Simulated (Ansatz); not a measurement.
`CCNCS` and `CCNCF` differ in one atom or group.

Ansatz, PBE0-D4/def2-TZVP geometries, multiplicity 1. Each molecule was computed in one conformer, which needn't be the lowest.

| property | `CCNCS` |
| --- | --- |
| HOMO–LUMO gap (PBE/def2-TZVPP) / eV | 4.85 |
| size of the dipole moment (B3LYP/def2-TZVPP) / D | 1.84 |
| size of the dipole moment (ωB97M-V/def2-TZVPP) / D | 1.82 |
| HOMO energy (B3LYP/def2-TZVPP) / eV | -6.36 |
| LUMO energy (B3LYP/def2-TZVPP) / eV | 0.29 |
| LUMO energy (PBE0/def2-TZVPP) / eV | 0.58 |

Question: What does the change do to each property? (An estimate is asked.)

Answer: The calculation gave: 
| property | `CCNCF` | shift |
| --- | --- | --- |
| HOMO–LUMO gap (PBE/def2-TZVPP) / eV | 6.11 | 1.26 |
| size of the dipole moment (B3LYP/def2-TZVPP) / D | 1.45 | -0.39 |
| size of the dipole moment (ωB97M-V/def2-TZVPP) / D | 1.43 | -0.39 |
| HOMO energy (B3LYP/def2-TZVPP) / eV | -7.00 | -0.64 |
| LUMO energy (B3LYP/def2-TZVPP) / eV | 0.80 | 0.51 |
| LUMO energy (PBE0/def2-TZVPP) / eV | 1.16 | 0.58 |

With PBE0 the HOMO falls by 0.63 eV and the LUMO rises by 0.58 eV, so the gap widens by about 1.21 eV. PBE moves the HOMO by -0.56 eV and ωB97M-V by -0.70 eV. Dipoles are sizes alone; their direction can turn.

B3LYP here is the variant with VWN-RPA as its local correlation; programs differ in this.
